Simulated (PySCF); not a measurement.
Fill in the blanks.

N2.
SMILES: `N#N`

```json
{"property": "point group of the GFN2-xTB geometry", "level": "GFN2-xTB", "value": "?"}
{"property": "rotational constant B (linear) of the GFN2-xTB geometry", "level": "GFN2-xTB", "value": "?"}
{"property": "dipole moment", "level": "PBE0/pcSseg-1", "value": "?"}
{"property": "HOMO energy", "level": "PBE0/pcSseg-1", "value": "-12.06 eV"}
{"property": "LUMO energy", "level": "PBE0/pcSseg-1", "value": "?"}
{"property": "isotropic shieldings of nuclei other than C and H, by class", "level": "GIAO PBE0/pcSseg-1", "value": "?"}
```

Gas-phase values; electronic properties from PySCF, density fitting. Isolated species at its GFN2-xTB geometry, gas phase.

Question: The isotropic shieldings of nuclei other than C and H, by class?

Answer: -96 (2 N) ppm.

Question: The point group of the GFN2-xTB geometry?

Answer: D∞h.

Question: What is the dipole moment?

Answer: 0.00 D.

Question: What is the rotational constant B (linear) of the GFN2-xTB geometry?

Answer: 59.844 GHz.

Question: The LUMO energy?

Answer: -0.42 eV.

For a rigid linear rotor the levels are B·J(J + 1), so J = 1 lies 2B = 119.69 GHz above J = 0. Point group D∞h forbids a permanent dipole, so the rigid molecule has no electric-dipole pure rotational spectrum.

For the NMR shielding job (PBE0/pcSseg-1), rough CPU time on one thread of a shared machine: about 1 s (with the writing of density and orbital grids).
